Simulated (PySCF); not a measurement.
# Spin-rotation constants: `C=C[C@@H]1C[C@@H]1S`, C5H8S

Geometry:
```csv
atom,x (Å),y (Å),z (Å)
C1,1.859,0.122,0.607
C2,1.006,-0.757,0.053
C3,-0.143,-0.463,-0.770
C4,-0.738,0.841,-1.008
C5,-1.464,-0.124,-0.033
S6,-1.593,0.111,1.723
H7,1.702,1.197,0.531
H8,2.731,-0.309,1.126
H9,1.155,-1.863,0.202
H10,-0.304,-1.056,-1.684
H11,-0.223,1.637,-0.502
H12,-1.236,1.074,-1.943
H13,-2.383,-0.603,-0.450
H14,-0.259,0.062,1.801
```

Computed with GIAO B3LYP/pcSseg-1 magnetisability, rotational g tensor and spin-rotation constants, non-relativistic, gas phase in PySCF 2.14.0. Geometry: GFN2-xTB, normal-mode sample at 300 K.

Problem. Give the nuclear spin-rotation constants along the inertial axes (H = +C I·J) beside the isotropic shieldings.

Solution. Rotational constants 4.1198, 2.3513, 1.7765 GHz. A star marks the isotopologue with that one atom substituted, in its own axes.
| atom | isotope | Caa (kHz) | Cbb (kHz) | Ccc (kHz) | mean (kHz) | σ (ppm) |
| --- | --- | --- | --- | --- | --- | --- |
| H7 | 1H | -0.424 | -0.223 | 0.125 | -0.174 | 26.1 |
| H8 | 1H | -0.212 | 0.053 | -0.150 | -0.103 | 25.5 |
| H9 | 1H | -0.373 | -0.187 | 0.124 | -0.145 | 24.8 |
| H10 | 1H | -0.358 | -0.079 | -0.106 | -0.181 | 29.2 |
| H11 | 1H | -0.485 | -0.214 | -0.029 | -0.243 | 31.9 |
| H12 | 1H | -0.456 | 0.034 | -0.190 | -0.204 | 30.5 |
| H13 | 1H | -0.238 | -0.141 | -0.122 | -0.167 | 29.6 |
| H14 | 1H | -0.017 | -0.185 | -0.218 | -0.140 | 29.5 |
| C1 | 13C* | 0.883 | 0.797 | 0.690 | 0.790 | 53.4 |
| C2 | 13C* | 0.927 | 0.898 | 0.799 | 0.875 | 29.6 |
| C3 | 13C* | 0.693 | 0.316 | 0.330 | 0.446 | 154.7 |
| C4 | 13C* | 0.598 | 0.309 | 0.319 | 0.408 | 161.6 |
| C5 | 13C* | 0.899 | 0.239 | 0.260 | 0.466 | 159.2 |
| S6 | 33S* | 1.231 | 0.234 | 0.343 | 0.603 | 627.1 |

For the geometry as given, no vibrational averaging.
